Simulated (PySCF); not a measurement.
Predicted microwave data (PBE0-D3(BJ)/def2-SVP geometry optimisation, gas phase (PySCF 2.14.0)) for one isomer of [C3H3F2S]-:

```
Rotational constants                         : A = 5985, B = 1377, C = 1357 MHz
Dipole components (about the centre of mass) : |μa| = 3.58 D, |μb| = 0.04 D, |μc| = 0.83 D
Inertial defect                              : -79.21 u·Å²
κ                                            : -0.99
```

Question: Which structure is it? (One computed conformer of each.)
A. `[F:1][CH:2]([F:3])/[CH:4]=[CH:5]\[S-:6]` (charge -1) with F1–C2–C4–C5 -121°
B. `[CH2:1]=[C:2]([S-:3])[CH:4]([F:5])[F:6]` (charge -1) with C1–C2–C4–F5 102°

Answer: A. It is FC(F)/C=C\[S-], a near-prolate asymmetric top, point group Cs. The candidates at the same level (rigid rotor, commonest isotopes):

```csv
SMILES,A (MHz),B (MHz),C (MHz),μa (D),μb (D),μc (D),Δ (u·Å²),point group,rotor
FC(F)/C=C\[S-],5985,1377,1357,3.58,0.04,0.83,-79.21,Cs,near-prolate asymmetric top
C=C([S-])C(F)F,4622,2085,1625,4.13,0.17,0.58,-40.85,C1,asymmetric top
```

`C=C([S-])C(F)F` has B 51 % too high. No structure here is proved a minimum.
